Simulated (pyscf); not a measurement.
PySCF, gas phase, ωB97X-D3(BJ)/def2-SVP geometries. MP2 and CC: frozen core, UHF for open shells. ΔMP2 is the change of the MP2 total energy from the triple- to the quadruple-zeta basis.

SMILES: O[Si]O[SiH3]
```xyz
8

O      0.4535    -1.8310    -0.4840
Si     1.3653    -0.5901     0.1559
O      0.5073     0.7748    -0.3014
Si    -0.8064     1.4032    -1.1032
H     -0.3581    -1.6586    -0.9790
H     -1.6370     2.2002    -0.1614
H     -0.3474     2.2609    -2.2285
H     -1.6406     0.2896    -1.6571
```

Q: How much does it cost (ΔH, 298 K, CCSD(T)/def2-TZVPP + ΔMP2(QZVPP)) to split HO–Si:–O–SiH₃ [singlet] at its O–Si bond into [O=Si–OH]• + SiH₃•?

A: O–Si to [O=Si–OH]• + SiH₃•: 429.3 kJ/mol. The radicals are drawn with the spin at the cut bond; how far it spreads was not checked. Other isomers of HO–Si:–O–SiH₃ [singlet], [O=Si–OH]• were not searched in full and may lie lower. The CCSD(T) − MP2 part came from Ansatz, without density fitting, on the same reference.
